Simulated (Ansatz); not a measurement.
Two isomers of C4H6S: A = `CC1C=CS1`, B = `C=C(C)C=S`.

Program: Ansatz. Geometries: PBE0-D4/def2-TZVP. ΔE: electronic, gas phase. CCSD(T)/CBS is the MP2 limit (def2-TZVPP, def2-QZVPP) plus CCSD(T) − MP2 in def2-TZVPP, frozen cores. DFT in def2-TZVPP. B3LYP here is the variant with VWN-RPA as its local correlation; programs differ in this. One conformer a species, not always the lowest.

Question: Which isomer does CCSD(T)/CBS put lower? Give the gap. (Estimate.)

Answer: Computed: B, by 6.2 kcal/mol.

Question: Give E(B) − E(A) in kcal/mol with CCSD/def2-TZVPP, CCSD(T)/def2-TZVPP, PBE0-D4, B3LYP, ωB97M-V, r2SCAN-D4, HF/def2-TZVPP. (An estimate is asked.)

Answer: Computed: CCSD/def2-TZVPP -6.8, CCSD(T)/def2-TZVPP -7.3, PBE0-D4 -3.9, B3LYP -10.3, ωB97M-V -5.0, r2SCAN-D4 -7.3, HF/def2-TZVPP -10.3. None reverses the order clearly.

Largest T1 diagnostic: 0.015.

From PBE to PBE0 (25 % exact exchange), in def2-TZVPP and without D4, E(B) − E(A) moves by +1.9 kcal/mol. In def2-TZVPP, CCSD(T) changes the Hartree–Fock value by +3.0 kcal/mol (the triples alone add −0.5 kcal/mol) and MP2 by +5.1 kcal/mol.
